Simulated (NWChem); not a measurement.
Species: chloromethane (CH$_{3}$Cl); SMILES CCl

```xyz
5

C      0.0000     0.0000    -1.1109
Cl     0.0000     0.0000     0.6644
H      0.7330     0.7330    -1.4701
H      0.2683    -1.0013    -1.4701
H     -1.0013     0.2683    -1.4701
```
Atoms are numbered in this order, from 1.

STO-3G and 3-21G are far too small for this property and stand as cheap habits. Coordinates come from a PBE0/def2-SVP optimisation.

Task: List the 4 lowest vertical singlet excitations from Hartree-Fock/3-21G, CIS (NWChem).

Result: 
```csv
state,energy (eV),oscillator strength,leading excitation (squared amplitude)
S1,8.89,0.001,HOMO → LUMO (0.94)
S2,8.89,0.001,HOMO−1 → LUMO (0.94)
S3,13.22,0.091,HOMO → LUMO+1 (0.84)
S4,13.22,0.091,HOMO−1 → LUMO+1 (0.84)
```
